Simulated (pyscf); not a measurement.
# Atom transfer: HO–SiH•–F + hydrogen fluoride (HF) → HO–SiH(F)–F + H atom (H•)

Gas phase, doublet surface, charge 0. Bonds broken: H5–F7. Bonds formed: Si2–F7. Structures and frequencies: ωB97X-D3(BJ)/def2-SVP in PySCF. MP2 and CC: frozen core, UHF for open shells. ΔMP2 is the change of the MP2 total energy from the triple- to the quadruple-zeta basis.

Transition state (Å):

```xyz
7

O     -1.8128     0.4739    -0.6773
Si    -0.5250     0.0725     0.2544
F     -0.5891    -1.4183     0.8741
H     -1.8718     0.0355    -1.5343
H      0.9270     0.1852    -0.6017
H     -0.5460     1.0135     1.4048
F      0.5245    -0.6261    -1.4062
```

One imaginary mode, 801i cm⁻¹; descent along it reached the two sides named.

```csv
bond,change,reactant side (Å),saddle,product side
H5–F7,breaks,0.927,1.211,3.7
Si2–F7,forms,3.3,2.085,1.613
```

Electronic energies relative to the separated reactants (kcal/mol):

```tsv
level	barrier	reaction energy	reverse barrier
ωB97X-D3(BJ)/def2-TZVP	12.7	-27.0	39.7
PBE/def2-TZVP	9.0	-21.8	30.8
r²SCAN/def2-TZVP	9.2	-24.7	34.0
B3LYP-D3(BJ)/def2-TZVP	12.9	-23.2	36.1
PBE0-D3(BJ)/def2-TZVP	12.4	-24.0	36.4
M06-2X/def2-TZVP	17.2	-27.1	44.4
ωB97M-D3(BJ)/def2-TZVP	13.3	-27.2	40.5
HF/def2-TZVP	30.4	-32.2	62.6
MP2/def2-QZVPP	19.1	-28.2	47.4
CCSD/def2-TZVPP	20.0	-24.9	45.0
CCSD(T)/def2-TZVPP	18.0	-25.1	43.2
CCSD(T)/def2-TZVPP + ΔMP2(QZVPP)	18.0	-25.1	43.1
```

With CCSD(T)/def2-TZVPP + ΔMP2(QZVPP) energies and thermal terms (ideal gas, 1 atm, RRHO with modes under 100 cm⁻¹ raised to 100, one conformer, R ln 2 for chiral ones without a mode under 150 cm⁻¹), in kcal/mol:

```csv
T (K),ΔH‡,ΔG‡,ΔH,ΔG
298,15.8,26.0,-28.2,-24.7
600,15.7,36.4,-27.5,-21.5
900,16.1,46.6,-26.6,-18.6
1200,16.6,56.7,-25.7,-16.1
```

At the saddle there is also a short H–Si contact that neither side keeps. One saddle was located; it need not be the lowest between these sides. The angle at the transferred F is 54°: a side-on saddle, likely not the lowest. The CCSD(T) − MP2 part came from Ansatz, without density fitting, on the same reference.
